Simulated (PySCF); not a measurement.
## 1,1,1,2-tetrafluoroethane: calculation against experiment

**Measured values to compare with.**

From NIST CCCBDB Release 22 (SRD 101), experimental dipoles, for the gas: dipole moment 2.058 ± 0.01 D.

From NIST CCCBDB Release 22 (SRD 101), experimental polarizabilities, for the gas: mean polarisability 4.549 Å³.

How close the calculation comes is told at the end.

Compound: 1,1,1,2-tetrafluoroethane, C₂H₂F₄.
Atom-mapped SMILES: `[F:1][CH2:2][C:3]([F:4])([F:5])[F:6]` (hydrogens: H7, H8 on C2)

Structure used (PBE0-D3(BJ)/def2-TZVP), in Å, numbered top down from 1:
```xyz
8
C2H2F4 angstrom
F     -0.0498   -1.5670   -0.8462
C      0.5505   -0.4297   -0.3904
C     -0.4580    0.4208    0.3533
F     -0.9659   -0.2176    1.4068
F     -1.4719    0.7868   -0.4296
F      0.1505    1.5301    0.7923
H      0.9374    0.1464   -1.2342
H      1.3607   -0.6896    0.2946
```

The PySCF runs (gas phase, on this PBE0-D3(BJ)/def2-TZVP geometry; no spin–orbit coupling):

```
                              level                                                                                         job  basis functions  wall time
PBE0-D3(BJ)/def2-TZVP, grid level 2                                geometry optimisation from a GFN2-xTB start shaken at random              198       76 s
                     B97-2/pcSseg-2                                                                                  shieldings              244       14 s
                       KT3/pcSseg-2                                                                                  shieldings              244       20 s
                      PBE0/pcSseg-2                                                     shieldings, charges and field gradients              244       15 s
                   wB97X-D/pcSseg-2                                                                                  shieldings              244       18 s
              CAM-B3LYP/aug-cc-pVTZ                          10 singlets by full TDDFT, 4 Tamm–Dancoff triplets, polarisability              322       36 s
                   PBE0/aug-cc-pVTZ  10 singlets by full TDDFT, 4 Tamm–Dancoff triplets, polarisability, dynamic polarisability              322       33 s
                wB97X-D/aug-cc-pVTZ               10 singlets by full TDDFT, 4 Tamm–Dancoff triplets, polarisability, ΔSCF ions              322       95 s
                        B3LYP/pcJ-2                                                 spin–spin couplings from 8 perturbed nuclei              354       45 s
                        B97-2/pcJ-2                                                 spin–spin couplings from 8 perturbed nuclei              354       46 s
                         PBE0/pcJ-2                                                 spin–spin couplings from 8 perturbed nuclei              354       46 s
```

Hardware: one thread, Intel Xeon 6975P-C (x86_64), shared host.

**Comparison with experiment**

**Dipole moment.** Measured: 2.058 D (NIST CCCBDB Release 22 (SRD 101), experimental dipoles).

```json
{"level": "PBE0-D3(BJ)/def2-TZVP", "computed (D)": "1.968", "computed − measured (D)": "-0.090", "% (from the printed values)": "-4"}
{"level": "B97-2/pcSseg-2", "computed (D)": "2.018", "computed − measured (D)": "-0.040", "% (from the printed values)": "-2"}
{"level": "KT3/pcSseg-2", "computed (D)": "1.901", "computed − measured (D)": "-0.157", "% (from the printed values)": "-8"}
{"level": "PBE0/pcSseg-2", "computed (D)": "2.032", "computed − measured (D)": "-0.026", "% (from the printed values)": "-1"}
{"level": "wB97X-D/pcSseg-2", "computed (D)": "2.051", "computed − measured (D)": "-0.007", "% (from the printed values)": "0"}
{"level": "CAM-B3LYP/aug-cc-pVTZ", "computed (D)": "2.068", "computed − measured (D)": "+0.010", "% (from the printed values)": "0"}
{"level": "PBE0/aug-cc-pVTZ", "computed (D)": "1.994", "computed − measured (D)": "-0.064", "% (from the printed values)": "-3"}
{"level": "wB97X-D/aug-cc-pVTZ", "computed (D)": "2.004", "computed − measured (D)": "-0.054", "% (from the printed values)": "-3"}
{"level": "B3LYP/pcJ-2", "computed (D)": "2.049", "computed − measured (D)": "-0.009", "% (from the printed values)": "0"}
{"level": "B97-2/pcJ-2", "computed (D)": "2.019", "computed − measured (D)": "-0.039", "% (from the printed values)": "-2"}
{"level": "PBE0/pcJ-2", "computed (D)": "2.034", "computed − measured (D)": "-0.024", "% (from the printed values)": "-1"}
```

The computed dipoles belong to one fixed geometry; measured ones are averaged over vibrations unless marked μe. Magnitudes are compared, not signs.

**Mean polarisability.** Measured: 4.549 Å³ (NIST CCCBDB Release 22 (SRD 101), experimental polarizabilities).

```tsv
level	computed (Å³)	computed − measured (Å³)	% (from the printed values)
CAM-B3LYP/aug-cc-pVTZ	4.525	-0.024	-1
PBE0/aug-cc-pVTZ	4.524	-0.025	-1
wB97X-D/aug-cc-pVTZ	4.530	-0.019	0
```

All 3 levels lie below the measurement. The computed values are static and purely electronic, with core orbitals frozen in the response (1 au = 0.148185 Å³). The table of measured values doesn't say here whether a value is static or optical, or holds a vibrational part.

No measured geometry was used, and the causes of the misses weren't examined.
